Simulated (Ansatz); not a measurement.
All numbers were calculated with Ansatz.

Basis-set series for CH₂S₂, SMILES `S=CS`. The species carries charge 0 and has multiplicity 1. All single points use the PBE0-D4/def2-TZVP geometry. It is one conformer, not always the lowest.

```xyz
5

S     0.427    1.613   -0.466
C     0.249    0.264    0.401
S    -0.479   -1.225   -0.057
H     0.610    0.196    1.430
H    -0.808   -0.848   -1.308
```

| functional | basis | functions | energy (Eh) | HOMO (eV) | LUMO (eV) |
| --- | --- | --- | --- | --- | --- |
| PBE0-D4 | def2-SVP | 60 | -835.06838 | -6.58 | -2.05 |
| PBE0-D4 | def2-QZVPP | 257 | -835.41563 | -6.76 | -2.34 |
| ωB97M-V | def2-SVP | 60 | -835.32801 | -8.72 | 0.16 |
| ωB97M-V | def2-QZVPP | 257 | -835.67420 | -8.94 | -0.26 |

(1) Give the rows for def2-TZVPP. (An estimate is asked.)

Results:

(1) The calculation gave: 
```
functional       basis  functions  energy (Eh)  HOMO (eV)  LUMO (eV)
   PBE0-D4  def2-TZVPP        143   -835.38933      -6.72      -2.28
   ωB97M-V  def2-TZVPP        143   -835.64914      -8.89      -0.16
```
